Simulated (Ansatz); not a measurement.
```yaml
crystal:
  periodic: [false, false, false]
  atoms:
    - {symbol: B, position_ang: [0.000000, 0.000000, 0.000000]}
    - {symbol: N, position_ang: [0.000000, 0.000000, 1.441500]}
basis:
  gaussian: {orbitals: def2-TZVP}
total_charge: 1
magnetization: {spin_polarized: true, initial_magnetization: 1}
hamiltonian: {xc: pbe0}
relax: {f_tol: 0.004, max_steps: 80}
```

```sh
$ ansatz run in.yaml --threads 1 --pin off --events-out ev --progress --plain --max-ram 2176MiB
```

Steps of the relaxation (energy above the last step; positions in Å, forces in eV/Å):

```
2
step 1, 0.0 meV
B     0.000    0.000    0.000    0.000    0.000   -0.010
N     0.000    0.000    1.442    0.000    0.000    0.010
```

```
2
step 2, 0.0 meV
B     0.000    0.000    0.000    0.000    0.000   -0.004
N     0.000    0.000    1.442    0.000    0.000    0.004
```

```
2
step 3, 0.0 meV
B     0.000    0.000    0.000    0.000    0.000    0.000
N     0.000    0.000    1.442    0.000    0.000    0.000
```

Close pairs at the end: B1–N2 1.442 Å.

A stationary point of unrestricted PBE0 after 3 steps, with ⟨S²⟩ = 1.757 against 0.75 for a pure state. 19 s on 1 thread of Arm Neoverse N1, shared host.
